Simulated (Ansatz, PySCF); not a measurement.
System: C$_{2}$H$_{4}$Cl, charge 0, doublet. C2H4Cl (SMILES [CH2]CCl, doublet).
B3LYP-D3(BJ)/def2-TZVP minimum from Ansatz (a program for electronic structure):
```xyz
7

C      0.1737     0.8729    -0.0003
C      1.5889     0.5374    -0.0162
Cl    -0.8506    -0.6988     0.0079
H     -0.1451     1.3931     0.8974
H     -0.1643     1.3962    -0.8891
H      2.1065     0.3124     0.9055
H      2.0865     0.3157    -0.9496
```
Charge 0, spin multiplicity 2.

Atomisation energy term by term, kcal/mol (programs: Ansatz). Radicals and triplets start from unrestricted determinants; spin-orbit coupling is neglected. Cores are frozen in correlated methods. Rows without X2C or -DK are non-relativistic. CBS(X,Y): correlation extrapolated as X^-3, Hartree-Fock from the larger set. A bracket is a step between two methods taken in the basis named. '+ core + X2C': CCSD(T) terms for core correlation (cc-pwCVTZ, 1s frozen past Ne) and scalar relativity (cc-pVTZ-DK). For partners of very few electrons the exact lower level stands in for a higher one.

```json
[
 {"term": "Hartree-Fock", "basis": "cc-pV(Q+d)Z", "kcal/mol": "439.24"},
 {"term": "CCSD correlation", "basis": "CBS(cc-pV(T+d)Z,cc-pV(Q+d)Z)", "kcal/mol": "133.91"},
 {"term": "(T)", "basis": "CBS(cc-pV(T+d)Z,cc-pV(Q+d)Z)", "kcal/mol": "8.75"},
 {"term": "CCSDT(Q) - CCSD(T)", "basis": "cc-pV(D+d)Z", "kcal/mol": "0.44"},
 {"term": "core correlation", "basis": "cc-pwCVTZ", "kcal/mol": "2.24"},
 {"term": "scalar relativity", "basis": "X2C, cc-pVTZ-DK", "kcal/mol": "-0.51"},
 {"term": "minus zero-point energy", "basis": "Hessian by PySCF at B3LYP-D3(BJ)/def2-TZVP", "kcal/mol": "-32.63"},
 {"term": "sum: D0", "basis": "", "kcal/mol": "551.4"}
]
```
